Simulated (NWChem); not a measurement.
Everything below was run with NWChem. System: NO (+1), charge 1, spin multiplicity 1, at a geometry optimised with PBE0/def2-SVP. The structure started from a generated list of species. Level: EOM-CCSD/def2-SVPD, 2 core orbitals frozen.

Input file:

```
start mol
memory heap 100 mb stack 700 mb global 1900 mb
charge 1
geometry units angstroms nocenter noautoz
  N      0.000000     0.000000     0.565282
  O      0.000000     0.000000    -0.494622
  symmetry group C2v
end
basis spherical
  * library def2-svpd
end
scf
  rhf
  nopen 0
  maxiter 100
  thresh 1e-7
  semidirect memsize 60000000 filesize 0
end
tce
  freeze core 2
  ccsd
  nroots 1
  2eorb
  2emet 13
  thresh 1e-5
  maxiter 200
  tilesize 24
  dipole
end
task tce energy
```

Part of the output:

```
             Northwest Computational Chemistry Package (NWChem) 7.3.0
             --------------------------------------------------------

                                NWChem Input Module
                                -------------------

 Scaling coordinates for geometry "geometry" by  1.889725989
 (inverse scale =  0.529177249)

 Turning off AUTOSYM since
 SYMMETRY directive was detected!

                             Geometry "geometry" -> ""
                             -------------------------

 Output coordinates in angstroms (scale by  1.889725989 to convert to a.u.)

  No.       Tag          Charge          X              Y              Z
 ---- ---------------- ---------- -------------- -------------- --------------
    1 N                    7.0000     0.00000000     0.00000000     0.56528200
    2 O                    8.0000     0.00000000     0.00000000    -0.49462200

 Effective nuclear repulsion energy (a.u.)      27.9590660512

            Nuclear Dipole moment (a.u.)
            ----------------------------
        X                 Y               Z
 ---------------- ---------------- ----------------
     0.0000000000     0.0000000000    -0.0000037795

      Symmetry information
      --------------------

 Group name             C2v
 Group number             16
 Group order               4
 No. of unique centers     2

      Symmetry unique atoms

     1    2


 Summary of "ao basis" -> "" (spherical)
 ------------------------------------------------------------------------------
       Tag                 Description            Shells   Functions and Types
 ---------------- ------------------------------  ------  ---------------------
 *                         def2-svpd                  on all atoms

 Summary of "ao basis" -> "ao basis" (spherical)
 ------------------------------------------------------------------------------
       Tag                 Description            Shells   Functions and Types
 ---------------- ------------------------------  ------  ---------------------
 N                         def2-svpd                 8       20   4s2p2d
[...]
   0.0001091302112   0.3752035634344   10.20981     0.2     0.2

 Iteration  12 using   12 trial vectors
   0.0000335697260   0.3752042670410   10.20983     0.2     0.2

 Iteration  13 using   13 trial vectors
   0.0000114602465   0.3752044718706   10.20984     0.2     0.2

 Iteration  14 using   14 trial vectors
   0.0000041010986   0.3752045619352   10.20984     0.2     0.2
 --------------------------------------------------------------
 Iterations converged
 ------------------

 Excited state root  1
 Excitation energy / hartree =        0.375204561935230
                   / eV      =       10.209839953346536
 largest EOMCCSD amplitudes: R1 and R2

 Singles contributions
     8b2  (alpha) ---     4a1  (alpha)       -0.1225170419
     8b2  (alpha) ---     7a1  (alpha)       -0.9198371853

 Doubles contributions
     8b2  (alpha)     8b2  (beta ) ---     4a1  (alpha)     5b2  (beta )       -0.1297535372
     8b2  (alpha)     8b2  (beta ) ---     5b2  (alpha)     4a1  (beta )       -0.1297535372

 No. of initial left vectors    1

 EOM-CCSD left-hand side iterations
 --------------------------------------------------------------
      Residuum       Omega / hartree  Omega / eV    Cpu    Wall
 --------------------------------------------------------------

 Iteration   1 using    1 trial vectors
   0.8385530502178   0.5235318601015   14.24603     0.5     0.5

 Iteration   2 using    2 trial vectors
   0.1951602471035   0.3915214121104   10.65384     0.5     0.5

 Iteration   3 using    3 trial vectors
   0.0966419477526   0.3777766731269   10.27983     0.5     0.5

 Iteration   4 using    4 trial vectors
   0.0340132954176   0.3758937652508   10.22859     0.5     0.5

 Iteration   5 using    5 trial vectors
   0.0180483724642   0.3752775467065   10.21183     0.6     0.6

 Iteration   6 using    6 trial vectors
   0.0074894639610   0.3753764634312   10.21452     0.5     0.5

 Iteration   7 using    7 trial vectors
   0.0051819842555   0.3753243393126   10.21310     0.5     0.5

 Iteration   8 using    8 trial vectors
   0.0027748463083   0.3752634166896   10.21144     0.5     0.5

 Iteration   9 using    9 trial vectors
   0.0012254114122   0.3752100689521   10.20999     0.5     0.5

 Iteration  10 using   10 trial vectors
   0.0003665927374   0.3752024758515   10.20978     0.5     0.5

 Iteration  11 using   11 trial vectors
   0.0001222024219   0.3752032310399   10.20980     0.5     0.5

 Iteration  12 using   12 trial vectors
   0.0000400186392   0.3752043082349   10.20983     0.5     0.5

 Iteration  13 using   13 trial vectors
   0.0000139969857   0.3752045125750   10.20984     0.5     0.5

 Iteration  14 using   14 trial vectors
   0.0000051236070   0.3752046035077   10.20984     0.5     0.5
 --------------------------------------------------------------
 Iterations converged

 Excited state root  1
 Excitation energy / hartree =        0.375204561935230
                   / eV      =       10.209839953346536

 EOM-CCSD transition moments / hartree
 --------------------------------------------
 X    0.0000000 Y    0.2527377 Z    0.0000000
 Oscillator Strength                0.0159778
 --------------------------------------------

 EOM-CCSD dipole moments / hartree & Debye
 ------------------------------------
   X         0.0000000      0.0000000
   Y         0.0000000      0.0000000
   Z        -0.3120202     -0.7930822
 Total       0.3120202      0.7930822
 ------------------------------------

 Singles contributions
     8b2  (alpha) ---     4a1  (alpha)       -0.1225170419
     8b2  (alpha) ---     7a1  (alpha)       -0.9198371853

 Doubles contributions
     8b2  (alpha)     8b2  (beta ) ---     4a1  (alpha)     5b2  (beta )       -0.1297535372
     8b2  (alpha)     8b2  (beta ) ---     5b2  (alpha)     4a1  (beta )       -0.1297535372

 Task  times  cpu:       46.1s     wall:       46.1s

 Total times  cpu:       46.1s     wall:       46.1s
```
